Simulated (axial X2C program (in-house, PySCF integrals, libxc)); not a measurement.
# PC⁺: cheaper levels and CCSD(T), with spin–orbit coupling

Calculated with an axial X2C code built on PySCF integrals. Two-component (2c) means X2C with spin–orbit coupling and atomic mean-field two-electron Coulomb and Gaunt terms. Basis: P dyall-v3z [8s7p2d1f], C dyall-v3z [7s6p2d1f] (cores contracted in-house); Gaussian nuclei, density fitting, unrestricted open shells. Masses: P 30.974 u, C 12.000 u.

State: Ω = 2 (⟨Sz⟩ = 1.00, ⟨Lz⟩ = 1.00 at HF); fragments P+ + C.

```
level  Re (Å)  ωe (cm⁻¹)  De (eV)
 PBE0   1.620     1139.8     4.92
   HF   1.627     1082.3     2.90
 CCSD   1.622     1143.0     4.32
 TPSS   1.639     1081.3     4.98
```

Correlated methods: 8 electrons correlated (number of frozen shells: P 2 s, 1 p; C 1 s), 146 virtual spin orbitals or spinors in MP2, 90 natural virtuals in coupled cluster.

CCSD(T), same Hamiltonian and basis:

Re = 1.629 Å, ωe = 1129.2 cm⁻¹, De = 4.58 eV; T1 = 0.080 (Lee–Taylor normalisation).

Give the differences from CCSD(T) in the columns below.



```csv
level,ΔRe (Å),Δωe (cm⁻¹),ΔDe (eV)
PBE0,-0.009,11,0.34
HF,-0.002,-47,-1.68
CCSD,-0.007,14,-0.26
TPSS,0.010,-48,0.40
```

Occupations by symmetry block were frozen at the best pattern of an incomplete PBE0 search. De is counted from the lowest determinant-based energies of the atoms at the same level, without counterpoise correction. Density functionals use the spin component along the axis (collinear). Coupled cluster ran in a truncated set of natural virtual spinors; the MP2 energy of the rest was added. (T) has no such correction and the atoms are truncated less, which lowers De at CCSD(T) by a hundredth of an eV or more. In 2c an atomic determinant is not the ground J level, so De misses part of the atomic spin–orbit lowering. This holds for PBE0, CCSD, TPSS, CCSD(T). PBE0 can misorder states that lie within some tenths of an eV, so this need not be the ground state of the molecule. The nearest other 2c determinant of the search, Ω = 1, lies 0.33 eV up at the distance of the search. The functionals have no current-density term, which raises determinants with orbital currents, atoms included. With several unpaired electrons one determinant need not be a pure state. Open-shell Ω = 0 determinants with evenly filled partner blocks cannot be reached by this program, so the Ω shown need not be the lowest component. The determinant is spin-polarised beyond a pure state at some levels (its spin-free form has ⟨S²⟩ too high), which makes Re and μ there less reliable. The T1 diagnostic is large, a sign of multireference character.
